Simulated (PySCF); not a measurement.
## Assigning NMR signals

Cartesian coordinates in Å; atom numbers follow the order of the lines, from 1:
```xyz
8

C    -0.779   -0.013   -0.050
C     0.736   -0.061    0.016
F     1.233    1.145    0.449
H    -1.190    0.202    0.933
H    -1.099    0.765   -0.738
H    -1.158   -0.970   -0.394
H     1.179   -0.243   -0.969
H     1.087   -0.815    0.728
```

Single conformer, averaged over atoms made equivalent by symmetry, fast rotation or ring inversion, gas phase, non-relativistic Hamiltonian. Shieldings: GIAO PBE0/pcSseg-1; geometry: GFN2-xTB; J couplings at B3LYP/pcJ-1; PySCF 2.14.0 with density-fitted response routines.

References, each an isolated molecule treated in the same way: ¹³C (σ = 186.93 ppm) and ¹H (σ = 31.72 ppm) vs TMS.

Problem. Assign these signals to the numbered atoms. ¹³C{¹H} NMR (computed): δ 82.8 (d, J = 223.0 Hz), 18.8 (d, J = 20.3 Hz).

Solution. 
82.8 → C2, sp3 CH2 bonded to F: pulled downfield by the heteroatom
18.8 → C1, methyl carbon: a saturated carbon with 1 carbon neighbour and no heteroatom attached

Problem. Assign these signals to the numbered atoms. ¹H NMR (600 MHz, computed): δ 4.81 (dq, J = 52.8, 7.4 Hz, 2H), 1.36 (dt, J = 23.9, 7.4 Hz, 3H).

Solution. 
| δ (ppm) | atoms | environment | reason |
| --- | --- | --- | --- |
| 4.81 | H7/H8 | hydrogen on an sp3 CH2 bonded to F | its carbon carries F, which withdraws density |
| 1.36 | H4/H5/H6 | hydrogen on a methyl carbon | – |

Common functionals overestimate the size of one-bond C–F couplings by tens of Hz; these are unscaled. Multiplet labels drop couplings under 1 Hz and merge nearly equal ones. Unscaled 3J(H,H) at this level run about 10 % above measured values. Shifts are as computed. Against solution values, carbons near 30 ppm lie about +3 ppm off and those near 130 ppm about +5 ppm. Of 1211 compounds with measured shifts, 218 miss one by over three times the rms of a fit or turn the order of signals round; such compounds aren't used in these exercises.
